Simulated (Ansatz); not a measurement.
# C4H6F2: one species, many methods

Aim: compute C4H6F2 with functionals from several rungs and with coupled cluster. The yardstick is the atomisation energy at the CCSD(T) limit.

Method: functionals in def2-TZVPP, the program's frozen cores in correlated methods; program: Ansatz 0.2.0, Gaussian basis.

Plan: LDA (SPW92), PBE-D4, revPBE-D4, BLYP-D4, r2SCAN-D4, B97M-V, PBE0-D4, B3LYP-D4, r2SCANh-D4, r2SCAN0-D4, HSE06-D4, BHLYP-D4, CAM-B3LYP-D4, LC-ωPBE, ωB97X-V, ωB97M-V, B2PLYP, PBE-QIDH; CCSD(T)/def2-SVP; CCSD(T)/def2-TZVPP; MP2/def2-QZVPP; extrapolation to the limit; RPA on PBE.

**1. The relaxed structure**

All runs share one geometry, relaxed beforehand with PBE0-D4 in a triple-zeta def2 set.

SMILES `F[C@H]1C[C@H](F)C1`, 12 atoms, charge 0, spin multiplicity 1.

Atoms are counted from 1 here; the program's logs count them from 0.

Bond lengths: F1–C2 1.385 Å, C2–C3 1.533 Å, C2–C6 1.533 Å, C2–H7 1.091 Å, C3–C4 1.531 Å, C3–H8 1.089 Å, C3–H9 1.092 Å, C4–F5 1.374 Å, C4–C6 1.531 Å, C4–H10 1.092 Å, C6–H11 1.089 Å, C6–H12 1.092 Å. Angles: F1–C2–C3 110.9°, F1–C2–C6 110.9°, F1–C2–H7 107.4°, C3–C2–C6 89.1°, C3–C2–H7 118.9°, C6–C2–H7 118.9°, C2–C3–C4 87.8°, C2–C3–H8 117.1°, C2–C3–H9 110.9°, C4–C3–H8 119.1°, C4–C3–H9 110.1°, H8–C3–H9 110.1°, C3–C4–F5 116.2°, C3–C4–C6 89.2°, C3–C4–H10 113.4°, F5–C4–C6 116.2°, F5–C4–H10 107.8°, C6–C4–H10 113.4° and more.

**2. LDA**

This LDA is Slater exchange with PW92 correlation.

The input, in.yaml:

```yaml
crystal:
  periodic: [false, false, false]
  atoms:
    - {symbol: F, position_ang: [1.817840, -0.865207, -0.483449]}
    - {symbol: C, position_ang: [0.601243, -0.889408, 0.177424]}
    - {symbol: C, position_ang: [0.363610, 0.423502, 0.931641]}
    - {symbol: C, position_ang: [-0.392455, 0.926165, -0.301586]}
    - {symbol: F, position_ang: [-1.558797, 1.611531, -0.061341]}
    - {symbol: C, position_ang: [-0.543697, -0.522899, -0.773275]}
    - {symbol: H, position_ang: [0.547915, -1.829443, 0.727617]}
    - {symbol: H, position_ang: [1.244248, 0.967689, 1.270910]}
    - {symbol: H, position_ang: [-0.328860, 0.275690, 1.762545]}
    - {symbol: H, position_ang: [0.221765, 1.536145, -0.967056]}
    - {symbol: H, position_ang: [-0.405462, -0.753108, -1.829050]}
    - {symbol: H, position_ang: [-1.490549, -0.936056, -0.420378]}
basis:
  gaussian: {orbitals: def2-TZVPP}
hamiltonian: {xc: lda}
output: {orbitals: {seedname: orbitals}}
```

Command:

```sh
$ ansatz run in.yaml --threads 4 --pin off --events-out ev --progress --plain --max-ram 10444MiB
```

After this run come: PBE-D4 (GGA); revPBE-D4 (GGA); BLYP-D4 (GGA); r2SCAN-D4 (meta-GGA); B97M-V (meta-GGA); PBE0-D4 (hybrid); B3LYP-D4 (hybrid); r2SCANh-D4 (hybrid); r2SCAN0-D4 (hybrid); HSE06-D4 (hybrid); BHLYP-D4 (hybrid); CAM-B3LYP-D4 (range-separated); LC-ωPBE (range-separated); ωB97X-V (range-separated); ωB97M-V (range-separated); B2PLYP (double hybrid); PBE-QIDH (double hybrid); CCSD(T) in def2-SVP; CCSD(T) in def2-TZVPP; MP2 in def2-QZVPP; RPA on PBE orbitals.

Q: Predict the results of all the runs planned. Wanted: atomisation energy, CCSD(T)/CBS; farthest beyond LDA; mean size of error, GGA; mean size of error, meta-GGA; mean size of error, hybrid; mean size of error, range-separated; mean size of error, double hybrid; gap, smallest and largest; T1 diagnostic.

The runs gave:

| quantity | value |
| --- | --- |
| atomisation energy, CCSD(T)/CBS | 4898.5 kJ/mol |
| functionals within 24.5 kJ/mol (0.5 %) | revPBE-D4, BLYP-D4, B97M-V, B3LYP-D4, r2SCANh-D4, PBE-QIDH |
| farthest beyond LDA | BHLYP-D4 (-166.5 kJ/mol) |
| mean size of error, GGA | 62.6 kJ/mol |
| mean size of error, meta-GGA | 18.0 kJ/mol |
| mean size of error, hybrid | 59.0 kJ/mol |
| mean size of error, range-separated | 32.1 kJ/mol |
| mean size of error, double hybrid | 26.7 kJ/mol |
| gap, smallest and largest | 7.28 eV (LDA (SPW92)), 14.80 eV (LC-ωPBE) |
| T1 diagnostic | 0.0106 |
| triples share of the correlation energy | 3.5 % |

**Reading.** The LDA atomisation energy is off by 816.5 kJ/mol (17 %): it overbinds. PBE-D4 misses by +160.8 kJ/mol. Double hybrids carry the basis error of their MP2 part in triple zeta, and no dispersion term here, so their miss is partly the set-up's. By mean error the best rung here is meta-GGA (18.0 kJ/mol) and the worst beyond LDA is GGA (62.6 kJ/mol). The gap between the best rungs is small, so their order is not settled. The reference freezes the cores and leaves out relativity and excitations past (T), so misses under about 24.5 kJ/mol can't be ranked. Hartree-Fock recovers 73 % of the binding; the rest is correlation. CCSD(T) in def2-SVP is off by -198.8 kJ/mol, so the small basis spoils what the method gains. Orbital gaps span 7.3 to 14.8 eV; exact exchange widens them.
